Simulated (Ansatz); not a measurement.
Results of PBE in Ansatz (PAW) for CsCl-type TlBr.

Settings: plane-wave cutoff 500 eV, 10×10×10 k mesh, Fermi–Dirac smearing 0.05 eV, scalar-relativistic PAW data made under PBE.

Cell (relaxed at this level):

```cif
data_BrTl
_chemical_formula_sum 'Tl1 Br1'
_space_group_name_H-M_alt 'Pm-3m'
_space_group_IT_number 221
_space_group_name_Hall '-P 4 2 3'
_cell_length_a 4.05256
_cell_length_b 4.05256
_cell_length_c 4.05256
_cell_angle_alpha 90.000
_cell_angle_beta 90.000
_cell_angle_gamma 90.000
loop_
_atom_site_label
_atom_site_type_symbol
_atom_site_symmetry_multiplicity
_atom_site_Wyckoff_symbol
_atom_site_fract_x
_atom_site_fract_y
_atom_site_fract_z
_atom_site_occupancy
Tl1 Tl 1 a 0.00000 0.00000 0.00000 1
Br1 Br 1 b 0.50000 0.50000 0.50000 1
```

**Question.** What does this level give for the band gap?

**Answer.** 
* **band gap**: 1.99 eV (on the SCF k mesh)

Measured, for comparison: band gap 2.68 eV (temperature not stated, not corrected to a static lattice, detector crystals, literature values; as tabulated in Piasecki et al. (2022), doi:10.1039/d1ma01259b).

Spin–orbit coupling is not included; with these elements it can move the gap by several tenths of an eV or more.

Computing time: around 25 core-seconds (rough).

Ansatz is a first-principles code.
